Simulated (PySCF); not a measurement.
Some computed properties have been withheld. Give your best values.

SF₄.
SMILES with atom numbers: `[F:1][S:2]([F:3])([F:4])[F:5]`

| property | level | value |
| --- | --- | --- |
| point group | PBE0-D3(BJ)/def2-SVP | ? |
| rotational constants A, B, C | PBE0-D3(BJ)/def2-SVP | ? |
| dipole moment | PBE0/def2-SVPD | ? |
| HOMO energy | PBE0/def2-SVPD | ? |
| LUMO energy | PBE0/def2-SVPD | -2.47 eV |
| lowest singlet excitation | TDDFT PBE0/def2-SVPD | 6.46 eV (192 nm, f = 0.042) |
| strongest line among the 10 lowest singlet transitions | TDDFT PBE0/def2-SVPD | S9 at 9.69 eV (128 nm, f = 0.063) |
| lowest triplet excitation (Tamm–Dancoff) | TDA PBE0/def2-SVPD | 4.68 eV |
| static isotropic polarisability | PBE0/def2-SVPD | 28.8 au |
| vertical ionisation energy | ΔSCF PBE0/def2-SVPD | ? |
| vertical electron affinity | ΔSCF PBE0/def2-SVPD | 0.11 eV |
| electronic spatial extent ⟨r²⟩ about the centre of nuclear charge | PBE0/def2-SVPD | 385 bohr² |
| isotropic shieldings of nuclei other than C and H, by class | GIAO PBE0/pcSseg-1 | 71 (F3/F4), 118 (F1/F5), -3 (S2) ppm |

Gas-phase values; electronic properties from PySCF, density fitting. Isolated species at its PBE0-D3(BJ)/def2-SVP geometry, gas phase.

**Question.** The point group?

**Answer.** C2v.

**Question.** The rotational constants A, B, C?

**Answer.** 6.417, 4.013, 3.144 GHz.

**Question.** What is the HOMO energy?

**Answer.** -10.23 eV.

**Question.** The dipole moment?

**Answer.** 0.83 D.

**Question.** What is the vertical ionisation energy?

**Answer.** 12.88 eV.

The principal polarisabilities are 24.1, 27.9 and 34.2 au; their mean is the isotropic value. No computed singlet falls in the visible range (750 to 380 nm, 1.65 to 3.26 eV); S1 lies 3.20 eV above its blue end. −ε(LUMO) is 2.47 eV against a ΔSCF electron affinity of 0.11 eV. The vertical singlet–triplet gap S1 − T1 is 1.78 eV (TDDFT singlet less Tamm–Dancoff triplet; S1: HOMO→LUMO, weight 0.98; T1: HOMO→LUMO, weight 0.97).
